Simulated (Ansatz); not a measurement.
We consider corundum Cr2O3, described by PBE+U (Ansatz, an electronic-structure program, plane waves, PAW).

Numerical settings: plane-wave cutoff 500 eV, 10×10×10 k mesh, Fermi–Dirac smearing 0.05 eV, U_eff Cr 3.7 eV, spin-polarised with opposed moments, scalar-relativistic PAW data made under PBE.

Computed at the level's own relaxed cell.

**Question.** Give the computed equilibrium volume per atom, magnetic moment (largest site, within a sphere) and band gap.

**Answer.** 
equilibrium volume per atom: 10.09 Å³/atom
magnetic moment (largest site, within a sphere): 2.46 μB
band gap: 2.98 eV (on the SCF k mesh)

Measured, for comparison: band gap 3.3 ± 0.1 eV (temperature not stated, no zero-point or thermal correction, middle of the range; as tabulated in Medasani et al. (2019), arXiv:1904.04625); equilibrium volume per atom 9.64 Å³/atom (temperature not stated, no zero-point or thermal correction; as tabulated in Sawada, Mater. Res. Bull. 29, 239 (1994) (COD 9015000)). Computed (rounded) less measured: band gap -0.32 eV, equilibrium volume per atom +4.7 %.

Moments are spin moments.

Computing time: around 10 core-minutes (rough).
